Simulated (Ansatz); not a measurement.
## What a trial cell of Re relaxes into

All numbers below come from DFT PBEsol, scalar-relativistic, plane waves, PAW (Ansatz 0.2.0). Cutoff 420 eV, Γ-centred k mesh, Gaussian smearing, no spin polarisation in the final step.

Re was placed on the diamond structure type (Fd-3m, No. 227), at a guessed volume.

```
CELL_PARAMETERS angstrom
0.00000 2.56727 2.56727
2.56727 0.00000 2.56727
2.56727 2.56727 0.00000
ATOMIC_POSITIONS crystal
Re 0.50000 0.50000 0.50000
Re 0.75000 0.75000 0.75000
```

Cell and atoms relax at zero pressure; the relaxation can't lower the symmetry of the start. After a coarse first stage the cell is made exact in the group found at 0.06 Å.

Energies count from the standard state of Re at the same level.

Question: Which crystal results?

Answer: It keeps Fd-3m (No. 227). The result has the diamond structure. Conventional cell: a = 5.594 Å. Re has 4 Re at 2.42 Å.

```
Re
1.0
     0.00000    2.79694    2.79694
     2.79694    0.00000    2.79694
     2.79694    2.79694    0.00000
Re
2
Direct
  0.50000 0.50000 0.50000
  0.75000 0.75000 0.75000
```

Question: What are its volume, energy, density and gap?

Answer: The volume per atom is 21.88 Å³, the density is 14.13 g/cm³ and the energy over the standard structure is 1.81 eV/atom. The gap on the 18×18×18 mesh is 0 eV (a metal).

The final run used a 18×18×18 mesh on its 2-atom cell and 0.10 eV smearing. The k mesh leaves about 4 meV/atom of noise in metals. Spin–orbit coupling is left out. A structure relaxed within its symmetry needn't be a true minimum.